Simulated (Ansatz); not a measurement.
# MgNaH (singlet): wave-function methods side by side at distance Na1–Mg2 = 3.245 Å, cc-pVTZ

How much of the correlation energy of MgNaH (singlet) does each wave-function method recover here?

Program: Ansatz 0.2.0, Gaussian basis. Level of theory: cc-pVTZ, core rule «outside noble gas», up to 10 orbitals frozen. These are calculated values, not measurements.

Plan: UHF; CCSD(T) on RHF; BCCD(T) on RHF; CCSDT(Q) on RHF; Full CI.

40 further runs of the same task are left out: 23 for a known fault of the program, 13 that didn't finish, 4 set aside as unsound or not needed. Runs told in other sessions of the task aren't counted.

## (1) The geometry

The geometry derives from a PBE0/def2-TZVP stationary point (not a proven minimum). One bond is set to the value named and the two fragments are kept rigid.

3 atoms, charge 0, spin multiplicity 1.

Atoms are counted from 1 here; the program's logs count them from 0.

Bond lengths: Mg2–H3 1.747 Å.

Coordinates:

```xyz
3
HMgNa
Na    0.0000    0.0000    2.7458
Mg    0.0000    0.0000   -0.4992
H     0.0000    0.0000   -2.2466
```

## (2) UHF

in.yaml

```yaml
crystal:
  periodic: [false, false, false]
  atoms:
    - {symbol: Na, position_ang: [0.000000, 0.000000, 2.745800]}
    - {symbol: Mg, position_ang: [0.000000, 0.000000, -0.499200]}
    - {symbol: H, position_ang: [0.000000, 0.000000, -2.246600]}
basis:
  gaussian: {orbitals: cc-pVTZ}
magnetization: {spin_polarized: true, initial_magnetization: 0}
hamiltonian: {xc: hf}
output: {orbitals: {seedname: orbitals}}
```

On the command line:

```sh
ansatz run in.yaml --threads 1 --pin off --events-out ev --progress --plain --max-ram 2393MiB
```

The runs that follow: CCSD(T) on RHF; BCCD(T) on RHF; CCSDT(Q) on RHF; Full CI.

**Question.** What will the summary of the whole plan be? Wanted: FCI from the RHF energy; RMP2 from FCI; RCCSD from FCI; RCCSD(T) from FCI; RCCSDT(Q) from FCI; T1 diagnostic; effectively unpaired electrons.

The runs gave:

```
                         quantity                                        value
          FCI from the RHF energy                                   -1.9380 eV
                    RMP2 from FCI                                   +502.8 meV
                   RCCSD from FCI                                    +36.2 meV
                RCCSD(T) from FCI                                     +9.3 meV
               RCCSDT(Q) from FCI                                     +0.3 meV
levels within 1 kcal/mol (43 meV)  RCCSD, RCCSD(T), BCCD(T), RCCSDT, RCCSDT(Q)
                    T1 diagnostic                                        0.013
   effectively unpaired electrons                                         0.11
```

RCCSD(T) lands +9.3 meV from the yardstick (0.5 % of the correlation energy). One determinant dominates. These misses are within one basis, not against nature.
